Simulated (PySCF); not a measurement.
Species: C6H8 (charge +1 and doublet state).
Structure used (GFN2-xTB), in Å, numbered top down from 1:
```
atom  x, y, z in Å
C1    -0.5718   -1.2746    0.2325
C2     0.7634   -1.1929    0.0352
C3     1.4406    0.0886   -0.2138
C4     0.5716    1.2748   -0.2345
C5    -0.7635    1.1928   -0.0375
C6    -1.4410   -0.0885    0.2109
H7    -1.0423   -2.2301    0.4134
H8     1.3775   -2.0818    0.0570
H9     2.0198    0.0312   -1.1527
H10    2.2569    0.2312    0.5167
H11    1.0419    2.2303   -0.4156
H12   -1.3765    2.0821   -0.0584
H13   -2.2538   -0.2318   -0.5232
H14   -2.0235   -0.0316    1.1478
```

The species is `[CH]1[CH+]CC=CC1` [radical] (charge +1).

Level of theory: UKS B3LYP, pcH-1 on C H, non-relativistic, mean-field spin-orbit, GIAO in PySCF 2.14.0. Isolated species at its GFN2-xTB geometry, gas phase. A GFN2-xTB geometry isn't a minimum of the functional, and hyperfine couplings can be far from their values at a DFT geometry, by a factor of two or more for some ions and for spin on atoms past the first row. Stability of the SCF solution: not tested. No frequencies were computed at this geometry's level, so the symmetric structure isn't shown to be a minimum.

Q: The isotropic 13C couplings, averaged over equivalent nuclei, are -22.9, +6.7 MHz. Assign them to C1/C2/C4/C5; C3/C6.

A: 
```json
{"site": "C1/C2/C4/C5", "a_iso (MHz)": "+6.7", "ρ(0) (bohr⁻³)": "+0.0060", "position": "largest spin population", "distance from C1 (Å)": "1.67", "spin population": "+0.20", "largest |T| (MHz)": "31.8"}
{"site": "C3/C6", "a_iso (MHz)": "-22.9", "ρ(0) (bohr⁻³)": "-0.0204", "position": "1 bond from C4", "distance from C1 (Å)": "1.97", "spin population": "-0.03", "largest |T| (MHz)": "11.6"}
```

Q: The isotropic 1H couplings, averaged over equivalent nuclei, are +198.7, -13.0 MHz. Assign them to H7/H8/H11/H12; H9/H10/H13/H14.

A: 
| site | a_iso (MHz) | ρ(0) (bohr⁻³) | position | distance from C1 (Å) | bound to | spin population there | largest \|T\| (MHz) |
| --- | --- | --- | --- | --- | --- | --- | --- |
| H7/H8/H11/H12 | -13.0 | -0.0029 | 1 bond from C1 | 2.64 | C1/C2/C4/C5 | +0.20 | 10.6 |
| H9/H10/H13/H14 | +198.7 | +0.0444 | 2 bonds from C4 | 2.67 | C3/C6 | -0.03 | 10.5 |

ρ(0) is the spin density at the nucleus and T the dipolar tensor; entries for several nuclei are means. The largest Mulliken spin populations are on C1 (+0.20), C2 (+0.20), C5 (+0.20) and C4 (+0.20). Four atoms exceed +0.15. Main spin sites, with 60 % or more of the largest population: C1, C2, C4, C5; positions count bonds from the nearest.

Means are taken over nuclei equivalent by connectivity, which assumes that they swap fast.

The SMILES `[CH]1[CH+]CC=CC1` draws the unpaired electron on C1, whose computed spin population is only +0.20.

The run took 34 s of wall time on an Arm Neoverse V2 with one thread, on a shared host.
